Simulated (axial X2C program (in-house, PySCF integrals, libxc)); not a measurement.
Levels of BF⁺ by electron attachment to BF²⁺ (EOM-EA-CCSD)

Computed with an axial X2C code built on PySCF integrals: two-component X2C with atomic mean-field Coulomb and Gaunt terms, Gaussian nuclei, basis F dyall-av3z, B dyall-av3z with contracted cores.

R = 1.115 Å (0.920 times 1.212 Å, the PBE0 minimum at charge 1 for the lowest determinant).

Levels of BF⁺ obtained by attaching an electron to BF²⁺:

```csv
Ω,binding energy (eV),above lowest (cm⁻¹),attached spinor,one-particle weight
1/2,23.179,0,"46% B sσ, 35% B pσ, 11% F pσ",0.98
1/2,15.904,58674,"64% B pπ, 12% F pπ, 11% B dπ",0.97
3/2,15.896,58740,"64% B pπ, 12% F pπ, 11% B dπ",0.97
1/2,9.496,110361,"30% B dσ, 27% B pσ, 23% B sσ",0.98
1/2,8.348,119621,"54% B sσ, 36% B pσ",0.99
```

Q: Take the first Ω = 1/2 and Ω = 3/2 rows of π character: how far apart are they, and which lies lower?

A: E(3/2) − E(1/2) = 58740 − 58674 = 66 cm⁻¹ at EOM-EA-CCSD: regular, Ω = 1/2 lower. Splittings at this level can be off by ten to twenty per cent.

This point took 11 s on 1 thread of Intel(R) Xeon(R) Processor @ 2.30GHz, with other jobs on the host.

Reference electrons by ω block (each with its −ω partner): 1/2: 5, 3/2: 1. 8 electrons of BF²⁺ correlated (inner shells frozen), 92 natural virtual spinors (a truncated set); levels can be off by some tenths of an eV. Roots sought by Ω: (1/2: 5, 3/2: 4, 5/2: 2, 7/2: 1); the list ends where they run out and leaves out roots under 60 % one-particle weight. The solver can skip a root, and states that need a further excitation, which the method places far too high, are missing though they may lie low or lowest. T1 of the reference 0.020 (Lee–Taylor). The reference was not checked to be the lowest state of its species. Number of frozen shells: F 1 s; B 1 s.
